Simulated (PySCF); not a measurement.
**PO₂(OH) → HPO + O₂**

Level: PBE0 in the def2-TZVP basis family, all electrons, no relativity, computed in PySCF with density fitting; open shells unrestricted.

```csv
species,state and structure,E (Eh),ZPE (kJ/mol),H(298 K) − H(0) (kJ/mol),S° (J/(mol K))
PO₂(OH),"singlet, Cs, O–H 0.967 Å, P–O 1.447 Å, P–O 1.454 Å, P–O 1.574 Å; H–O–P 111.3°, O–P–O 112.3°, O–P–O 113.9°, O–P–O 133.8°",-567.44472,61.8,12.9,279.2
HPO,"singlet, Cs, P–H 1.468 Å, P–O 1.478 Å; H–P–O 104.3°",-416.98125,26.2,10.0,235.6
O₂,"triplet, D∞h, O–O 1.193 Å",-150.23561,10.3,8.7,204.9
```

Problem. What is the electronic reaction energy?

Solution. At PBE0/def2-TZVP, ΔE = 598.2 kJ/mol from the differences of the total energies times 2625.5, uphill. 

Problem. Add zero-point, thermal and entropy terms for 298.15 K and 1 bar.

Solution. ΔZPE = -25.3 and Δ[H(298) − H(0)] = 5.8 kJ/mol give ΔH° = 578.7 kJ/mol. ΔS° = 161.3 J/(mol K), so ΔG° = 578.7 − 298.15 × (0.1613) = 531 kJ/mol.

The structures come from searches over a few start shapes, so lower isomers are not excluded.
